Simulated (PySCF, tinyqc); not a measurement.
Worked calculation: CID on RHF in the sto-3g basis, frozen core, for HF, spin multiplicity 1. The lowest restricted solution is unstable here: a spin-polarised one lies 0.0007 hartree lower (PySCF). Computed by tinyqc, a small Python program that keeps every step (integrals from PySCF). Settings: charge = 0, multiplicity = 1, basis = sto-3g, method = RHF, frozen orbitals = 1, energy threshold = 1e-10, iteration cap = 75, orthogonalisation = canonical, start = core, DIIS depth = 6, ci = CID. Command: `OMP_NUM_THREADS=1 python tinyqc.py 21789 21790 out.jsonl` (the two numbers bound the seeds that draw the settings). One thread of a shared host (Intel(R) Xeon(R) Processor @ 2.60GHz), about 0.1 s of CPU time with the checks. The early iterations of the SCF are left out here.

## One-electron integrals

Geometry (angstrom):
```
atom        x        y        z
F     0.00000  0.00000  0.00000
H     0.00000  0.00000  1.22600
```

Basis sto-3g: exponents (1/bohr^2) and contraction coefficients of normalised primitives:
```
element  l (shell)   exponent  coefficient
F            s (1)  166.67913      0.15433
F            s (1)   30.36081      0.53533
F            s (1)    8.21682      0.44463
F            s (2)    6.46480     -0.09997
F            s (2)    1.50228      0.39951
F            s (2)    0.48859      0.70012
F            p (3)    6.46480      0.15592
F            p (3)    1.50228      0.60768
F            p (3)    0.48859      0.39196
H            s (1)    3.42525      0.15433
H            s (1)    0.62391      0.53533
H            s (1)    0.16886      0.44463
```

Overlap, kinetic and nuclear-attraction integrals over the contracted functions; the nuclear repulsion is the sum of Za Zb / Rab.

nuclear repulsion = 3.8846614 hartree

overlap S, lower triangle:
```
          1F 1s    1F 2s   1F 2px   1F 2py   1F 2pz    2H 1s
1F 1s   1.00000
1F 2s   0.23799  1.00000
1F 2px  0.00000  0.00000  1.00000
1F 2py  0.00000  0.00000  0.00000  1.00000
1F 2pz  0.00000  0.00000  0.00000  0.00000  1.00000
2H 1s   0.02369  0.27077  0.00000  0.00000  0.23705  1.00000
```

kinetic energy T (hartree), lower triangle:
```
           1F 1s    1F 2s   1F 2px   1F 2py   1F 2pz    2H 1s
1F 1s   36.98458
1F 2s   -0.21286  1.03800
1F 2px   0.00000  0.00000  3.24801
1F 2py   0.00000  0.00000  0.00000  3.24801
1F 2pz   0.00000  0.00000  0.00000  0.00000  3.24801
2H 1s   -0.00739  0.01814  0.00000  0.00000  0.09168  0.76003
```

nuclear attraction V (hartree), lower triangle:
```
            1F 1s      1F 2s     1F 2px     1F 2py     1F 2pz     2H 1s
1F 1s   -77.44121
1F 2s    -9.27953  -11.97257
1F 2px    0.00000    0.00000  -11.86185
1F 2py    0.00000    0.00000    0.00000  -11.86185
1F 2pz   -0.00842   -0.10485    0.00000    0.00000  -11.91645
2H 1s    -0.94575   -2.31074    0.00000    0.00000   -1.73722  -5.06245
```

core Hamiltonian H = T + V (hartree), lower triangle:
```
            1F 1s      1F 2s    1F 2px    1F 2py    1F 2pz     2H 1s
1F 1s   -40.45663
1F 2s    -9.49239  -10.93458
1F 2px    0.00000    0.00000  -8.61383
1F 2py    0.00000    0.00000   0.00000  -8.61383
1F 2pz   -0.00842   -0.10485   0.00000   0.00000  -8.66843
2H 1s    -0.95314   -2.29260   0.00000   0.00000  -1.64554  -4.30242
```

## Two-electron integrals

Functions are numbered as in S; the eight-fold symmetry (ij|kl) = (ji|kl) = (kl|ij) leaves the list below.

Two-electron integrals (ij|kl) in chemists' order, unique and non-zero (hartree):
```
(11|11) 5.40350   (21|11) 0.84192   (21|21) 0.15630   (22|11) 1.26803
(22|21) 0.29234   (22|22) 0.92617   (31|31) 0.02800   (32|31) 0.04317
(32|32) 0.20459   (33|11) 1.26450   (33|21) 0.29240   (33|22) 0.92596
(33|33) 0.99751   (41|41) 0.02800   (42|41) 0.04317   (42|42) 0.20459
(43|43) 0.05377   (44|11) 1.26450   (44|21) 0.29240   (44|22) 0.92596
(44|33) 0.88997   (44|44) 0.99751   (51|51) 0.02800   (52|51) 0.04317
(52|52) 0.20459   (53|53) 0.05377   (54|54) 0.05377   (55|11) 1.26450
(55|21) 0.29240   (55|22) 0.92596   (55|33) 0.88997   (55|44) 0.88997
(55|55) 0.99751   (61|11) 0.08479   (61|21) 0.01562   (61|22) 0.02908
(61|33) 0.02903   (61|44) 0.02903   (61|51) 0.00062   (61|52) 0.00117
(61|55) 0.02917   (61|61) 0.00158   (62|11) 0.23492   (62|21) 0.05498
(62|22) 0.19681   (62|33) 0.19384   (62|44) 0.19384   (62|51) 0.00372
(62|52) 0.03023   (62|55) 0.20254   (62|61) 0.00558   (62|62) 0.05340
(63|31) 0.00551   (63|32) 0.03358   (63|53) 0.00621   (63|63) 0.00759
(64|41) 0.00551   (64|42) 0.03358   (64|54) 0.00621   (64|64) 0.00759
(65|11) 0.16830   (65|21) 0.03986   (65|22) 0.15284   (65|33) 0.14652
(65|44) 0.14652   (65|51) 0.00785   (65|52) 0.05558   (65|55) 0.16531
(65|61) 0.00420   (65|62) 0.05102   (65|65) 0.05606   (66|11) 0.42604
(66|21) 0.10130   (66|22) 0.41934   (66|33) 0.40649   (66|44) 0.40649
(66|51) 0.00774   (66|52) 0.09014   (66|55) 0.44467   (66|61) 0.01032
(66|62) 0.15287   (66|65) 0.17058   (66|66) 0.77461
```

## Orthogonalisation

S = U s U^T; canonical form X = U s^(-1/2), so that X^T S X = 1. Each column of U has its largest component positive (the first on a tie).

eigenvalues of S: 0.60120  0.85137  1.00000  1.00000  1.12803  1.41940

X:
```
               1         2         3        4         5        6
1F 1s    0.42622   0.69064   0.00000  0.00000  -0.54984  0.31814
1F 2s   -0.79322  -0.39234   0.00000  0.00000  -0.32844  0.50987
1F 2px   0.00000   0.00000  -0.24864  0.96860   0.00000  0.00000
1F 2py   0.00000   0.00000   0.96860  0.24864   0.00000  0.00000
1F 2pz  -0.47177   0.62470   0.00000  0.00000   0.60724  0.28833
2H 1s    0.79367  -0.39168   0.00000  0.00000   0.32797  0.51011
```

Within a degenerate level the vectors are fixed only up to a rotation; this is one choice.

## Starting guess

The start is the orbitals of the core Hamiltonian; D = 2 C_occ C_occ^T.

D at the start, lower triangle:
```
           1F 1s     1F 2s   1F 2px   1F 2py    1F 2pz    2H 1s
1F 1s    2.12310
1F 2s   -0.52166   2.20975
1F 2px   0.00000   0.00000  2.00000
1F 2py   0.00000   0.00000  0.00000  2.00000
1F 2pz  -0.01576   0.08696  0.00000  0.00000   2.08151
2H 1s    0.04567  -0.19013  0.00000  0.00000  -0.21651  0.03738
```

## Iteration 7 (converged): orbitals

converged F (hartree), lower triangle:
```
            1F 1s     1F 2s    1F 2px    1F 2py    1F 2pz     2H 1s
1F 1s   -25.91625
1F 2s    -6.62533  -3.01769
1F 2px    0.00000   0.00000  -0.46316
1F 2py    0.00000   0.00000   0.00000  -0.46316
1F 2pz   -0.01552  -0.02553   0.00000   0.00000  -0.22103
2H 1s    -0.67318  -0.65885   0.00000   0.00000  -0.43424  -0.29834
```

Diagonalise F' = X^T F X, C = X C', fill 5 alpha and 5 beta electrons from the bottom; D = 2 C_occ C_occ^T. Each column has its largest component positive (the first on a tie).

F' = X^T F X (hartree), lower triangle:
```
          1         2         3         4          5         6
1  -1.67762
2  -4.21554  -8.99450
3   0.00000   0.00000  -0.46316
4   0.00000   0.00000   0.00000  -0.46316
5   3.71195   9.20775   0.00000   0.00000  -10.43474
6  -2.45116  -6.56756   0.00000   0.00000    7.43697  -6.35224
```

orbital energies (hartree): MO1 -25.92553, MO2 -1.41543, MO3 -0.48895, MO4 -0.46316, MO5 -0.46316, MO6 0.37082

coefficients C:
```
             MO1       MO2       MO3      MO4       MO5       MO6
1F 1s    0.99497  -0.25813   0.05158  0.00000   0.00000   0.05408
1F 2s    0.02065   0.99548  -0.26366  0.00000   0.00000  -0.30005
1F 2px   0.00000   0.00000   0.00000  0.25807   0.96613   0.00000
1F 2py   0.00000   0.00000   0.00000  0.96613  -0.25807   0.00000
1F 2pz   0.00132   0.02620   0.68539  0.00000   0.00000  -0.77086
2H 1s   -0.00313   0.10010   0.59548  0.00000   0.00000   0.88683
```

D after iteration 7, lower triangle:
```
           1F 1s     1F 2s   1F 2px   1F 2py   1F 2pz    2H 1s
1F 1s    2.11853
1F 2s   -0.50006   2.12187
1F 2px   0.00000   0.00000  2.00000
1F 2py   0.00000   0.00000  0.00000  2.00000
1F 2pz   0.05980  -0.30921  0.00000  0.00000  0.94091
2H 1s    0.00353  -0.11484  0.00000  0.00000  0.82151  0.72925
```

Within a degenerate level the vectors are fixed only up to a rotation; this is one choice.

## Convergence

Stop when the energy changes by less than 1e-10 hartree and every element of the error matrix X^T (F D S - S D F) X is below 3e-06.

Course of the cycle:
```
iteration  E (hartree)     change  largest element of the error matrix
1          -97.8927428          -                             4.56e-01
2          -98.5067571  -6.14e-01                             9.61e-02
3          -98.5141568  -7.40e-03                             2.37e-02
4          -98.5144727  -3.16e-04                             9.50e-04
5          -98.5144731  -3.65e-07                             6.82e-05
6          -98.5144731  -2.90e-09                             1.75e-07
7          -98.5144731  -2.84e-14                             2.25e-09
```

PySCF RHF in the same basis = -98.5144731 hartree

Converged in 7 iterations.

## Populations, bond orders and dipole

Mulliken: Z minus the diagonal of D S on the atom; Loewdin: the same with S^(1/2) D S^(1/2); Mayer order: 2 sum_s sum (D(s) S)_ij (D(s) S)_ji over the two atoms.

Charges (e):
```
atom  Mulliken   Loewdin
1F    -0.10701  -0.08825
2H     0.10701   0.08825
```

Mayer bond orders:
```
pair    order
2-1   0.98855
```

dipole moment about the origin, x y z (debye): 0.00000  0.00000  1.03685

## Integrals over molecular orbitals

(pq|rs) = sum C_ip C_jq C_kr C_ls (ij|kl), one index at a time.

one-electron integrals over orbitals h = C^T H C (hartree), lower triangle:
```
           1         2         3         4         5         6
1  -40.43930
2    0.72185  -9.12402
3   -0.13610   0.49827  -6.85192
4    0.00000   0.00000   0.00000  -8.61383
5    0.00000   0.00000   0.00000   0.00000  -8.61383
6   -0.14785   0.80399   2.23903   0.00000   0.00000  -5.99876
```

Two-electron integrals over orbitals (pq|rs), unique and non-zero (hartree); the lowest 1 orbital is frozen and left out:
```
(22|22) 0.87144    (32|22) -0.04486   (32|32) 0.13656    (33|22) 0.69573
(33|32) -0.01594   (33|33) 0.68096    (42|42) 0.18898    (43|42) -0.02877
(43|43) 0.03593    (44|22) 0.89418    (44|32) -0.06693   (44|33) 0.68251
(44|44) 0.99751    (52|52) 0.18898    (53|52) -0.02877   (53|53) 0.03593
(54|54) 0.05377    (55|22) 0.89418    (55|32) -0.06693   (55|33) 0.68251
(55|44) 0.88997    (55|55) 0.99751    (62|22) -0.08786   (62|32) -0.07524
(62|33) -0.02263   (62|44) -0.08681   (62|55) -0.08681   (62|62) 0.09159
(63|22) -0.23316   (63|32) 0.08155    (63|33) -0.09494   (63|44) -0.24336
(63|55) -0.24336   (63|62) 0.03782    (63|63) 0.22873    (64|42) -0.02917
(64|43) -0.02192   (64|64) 0.02920    (65|52) -0.02917   (65|53) -0.02192
(65|65) 0.02920    (66|22) 0.64158    (66|32) 0.04720    (66|33) 0.64996
(66|44) 0.62542    (66|55) 0.62542    (66|62) -0.05446   (66|63) -0.02540
(66|66) 0.67730
```

## CID: determinants and Hamiltonian

one-electron integrals dressed by the frozen orbital, h + 2 (pq|11) - (p1|1q) (hartree), lower triangle:
```
          2         3         4         5         6
2  -6.74055
3   0.27098  -5.08300
4   0.00000   0.00000  -6.11532
5   0.00000   0.00000   0.00000  -6.11532
6   0.50359   1.41561   0.00000   0.00000  -4.33521
```

energy of the frozen orbital, 2 h_11 + (11|11) = -75.5142366 hartree

Hartree-Fock energy = -98.5144731 hartree

Slater-Condon rules over spin orbitals, with the nuclear repulsion and the energy of the frozen orbital added and E(HF) subtracted on the diagonal. Only determinants linked to the reference directly or through others are kept (one block of an abelian symmetry group), so some states are absent.

Occupation strings over the orbitals (2 doubly, a alpha, b beta, 0 empty; spin orbitals ordered 1a 1b 2a 2b ...): 222220 222202 222022 220222 2ab222 2ba222 202222

H - E(HF) between determinants (hartree), lower triangle:
```
          222220    222202    222022    220222    2ab222    2ba222   202222
222220   0.00000
222202   0.02920   0.89950
222022   0.02920   0.05377   0.89950
220222   0.22873   0.03593   0.03593   0.93542
2ab222  -0.03782   0.02877   0.02877   0.07251   1.75629
2ba222   0.03782  -0.02877  -0.02877  -0.07251  -0.13656   1.75629
202222   0.09159   0.18898   0.18898   0.13656   0.10143  -0.10143  2.73810
```

## CID: roots

Diagonalise (each vector has its largest component positive (the first on a tie)); all determinants have Ms = 0, so triplets appear too. The lowest singlet root is the correlation energy.

lowest roots of this matrix, relative to E(HF) (hartree): -0.05794  0.84573  0.89784  0.98328  1.61973  1.87715  2.81930

lowest vectors:
```
          root 1    root 2    root 3    root 4
222220   0.97315   0.00000  -0.07456   0.21274
222202  -0.01792   0.70711   0.63703   0.28799
222022  -0.01792  -0.70711   0.63703   0.28799
220222  -0.22415   0.00000  -0.41661   0.87337
2ab222   0.02880   0.00000   0.00050  -0.06410
2ba222  -0.02880   0.00000  -0.00050   0.06410
202222  -0.02060   0.00000  -0.09626  -0.13369
```

<S^2> of these roots: 0.00000  0.00000  0.00000  0.00000  2.00000  0.00000  0.00000

weight of the ground state by excitation level 0, 1, 2, ...: 0.94703  0.00000  0.05297
